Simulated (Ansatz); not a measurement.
Density of states of CaRhO$_{3}$ (Cmcm, a = 3.107 Å, b = 9.790 Å, c = 7.287 Å, α = 90.00°, β = 90.00°, γ = 90.00°), in states per eV and primitive cell, averaged over bins of 0.4 eV. The calculation used Ansatz, DFT r2SCAN, scalar-relativistic, plane waves, PAW.

Cutoff 500 eV; k points 12×12×6 on the computed 10-atom cell (Γ-centred); Gaussian smearing, width 0.10 eV; collinear spin from starting moments 0 0 0.54 0.54 0.18 0.18 0.12 0.12 0.12 0.12 μB.

The cell is relaxed at this level. The states (both spins) are summed by tetrahedra on a 18×18×9 mesh at the self-consistent density. Energies are bin centres; the table starts no lower than −8 eV and ends at 6 eV, or lower where the solved bands end.

It is a metal at this level.

| E − E_F (eV) | total | O 2p down | O 2p up | Rh 4d down | Rh 4d up | O 2s down | O 2s up |
| --- | --- | --- | --- | --- | --- | --- | --- |
| -7.25 | 1.71 | 0.34 | 0.61 | 0.25 | 0.45 | 0.00 | 0.00 |
| -6.85 | 2.70 | 0.62 | 0.89 | 0.43 | 0.65 | 0.01 | 0.01 |
| -6.45 | 5.77 | 1.08 | 2.13 | 0.69 | 1.60 | 0.02 | 0.03 |
| -6.05 | 10.65 | 3.24 | 3.00 | 1.99 | 1.86 | 0.05 | 0.06 |
| -5.65 | 7.61 | 2.48 | 2.24 | 1.25 | 1.20 | 0.06 | 0.06 |
| -5.25 | 6.68 | 2.22 | 2.01 | 1.00 | 1.07 | 0.06 | 0.05 |
| -4.85 | 7.40 | 2.28 | 2.67 | 0.83 | 1.22 | 0.05 | 0.05 |
| -4.45 | 6.87 | 2.55 | 2.15 | 0.92 | 0.90 | 0.05 | 0.05 |
| -4.05 | 5.10 | 2.10 | 1.56 | 0.73 | 0.45 | 0.04 | 0.03 |
| -3.65 | 4.36 | 1.69 | 1.68 | 0.43 | 0.33 | 0.02 | 0.02 |
| -3.25 | 6.58 | 1.86 | 3.50 | 0.35 | 0.57 | 0.02 | 0.02 |
| -2.85 | 9.23 | 3.49 | 4.41 | 0.44 | 0.49 | 0.02 | 0.02 |
| -2.45 | 8.97 | 4.06 | 3.84 | 0.44 | 0.30 | 0.02 | 0.01 |
| -2.05 | 4.94 | 2.92 | 1.34 | 0.34 | 0.18 | 0.01 | 0.00 |
| -1.65 | 4.59 | 1.69 | 0.96 | 0.33 | 1.48 | 0.00 | 0.01 |
| -1.25 | 7.02 | 0.72 | 1.95 | 1.48 | 2.62 | 0.01 | 0.02 |
| -0.85 | 7.94 | 1.60 | 1.85 | 2.44 | 1.81 | 0.02 | 0.01 |
| -0.45 | 5.69 | 0.84 | 1.77 | 1.19 | 1.71 | 0.01 | 0.01 |
| -0.05 | 2.61 | 1.18 | 0.00 | 1.35 | 0.00 | 0.01 | 0.00 |
| 0.35 | 2.48 | 1.10 | 0.00 | 1.29 | 0.00 | 0.01 | 0.00 |
| 0.75 | 1.11 | 0.46 | 0.00 | 0.60 | 0.00 | 0.00 | 0.00 |
| 1.15 | 0.00 | 0.00 | 0.00 | 0.00 | 0.00 | 0.00 | 0.00 |
| 1.55 | 0.00 | 0.00 | 0.00 | 0.00 | 0.00 | 0.00 | 0.00 |
| 1.95 | 2.78 | 0.05 | 0.87 | 0.10 | 1.42 | 0.01 | 0.19 |
| 2.35 | 6.24 | 1.12 | 1.10 | 1.86 | 1.47 | 0.24 | 0.15 |
| 2.75 | 4.41 | 0.99 | 0.80 | 1.33 | 0.91 | 0.12 | 0.04 |
| 3.15 | 2.72 | 0.75 | 0.43 | 0.86 | 0.48 | 0.04 | 0.03 |
| 3.55 | 1.98 | 0.40 | 0.45 | 0.45 | 0.48 | 0.04 | 0.04 |
| 3.95 | 1.62 | 0.42 | 0.31 | 0.44 | 0.31 | 0.02 | 0.01 |
| 4.35 | 0.25 | 0.12 | 0.00 | 0.11 | 0.00 | 0.00 | 0.00 |
| 4.75 | 0.00 | 0.00 | 0.00 | 0.00 | 0.00 | 0.00 | 0.00 |
| 5.15 | 0.18 | 0.00 | 0.00 | 0.00 | 0.00 | 0.00 | 0.00 |
| 5.55 | 1.76 | 0.04 | 0.04 | 0.01 | 0.01 | 0.00 | 0.00 |

The columns after the total are the main Löwdin projections on the occupied valence shells of the potentials; 6 others are left out. The rest of the total lies in those, in shells that are empty in the free atom, which aren't projected, and between the atoms.

The state reached may not be the lowest one.

Only this magnetic start was tried.

Whether CaRhO3 exists in this form wasn't checked.

Cost: 1 run of about 16 core-minutes, on Arm Neoverse V2 (shared hosts).